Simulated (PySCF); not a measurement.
How far each method lies from full CI for GeH3⁺, singlet

Geometry: that of the GeH3, doublet, kept fixed.

```xyz
4

Ge    0.0000    0.0000   -0.0187
H     1.4650    0.0169    0.4526
H    -0.7483    1.2611    0.4484
H    -0.7191   -1.2778    0.4488
```

Basis 6-31G (Cartesian d functions); PySCF 2.14.0. Correlated methods freeze the noble-gas cores and the filled d shells of p-block atoms, which leaves 6 electrons in 21 orbitals. R marks a restricted (for open shells ROHF) determinant. No spin–orbit coupling is included, and no scalar relativity.

Full CI is exact within this basis and frozen core; it isn't the basis-set limit.

- T1 diagnostic (ROHF- or RHF-based CCSD): 0.0097
- largest doubles amplitude (ROHF- or RHF-based CCSD): 0.054

Question: From what is known of these methods and the diagnostics, rank them by the size of their error in total energy against full CI in 6-31G, smallest first (an estimate: the text doesn't fix the numbers).
A. RCCSD
B. RHF
C. RCCSD(T)
D. RMP2
E. RCCSDT

Answer: E (0.02 kcal/mol), C (0.24 kcal/mol), A (0.78 kcal/mol), D (13.72 kcal/mol), B (45.04 kcal/mol).

All errors are against full CI in 6-31G. Within each family the higher level lies nearer, as is usual though not guaranteed.

The full-CI state has the irrep A' of Cs, in the program's axes (one component, if the state is degenerate).

Natural occupations of full CI about the gap: 1.971 1.956 1.956 0.049 0.026 0.026 0.008 0.003 0.003 0.002; effectively unpaired electrons, Σ n²(2−n)², 0.03.
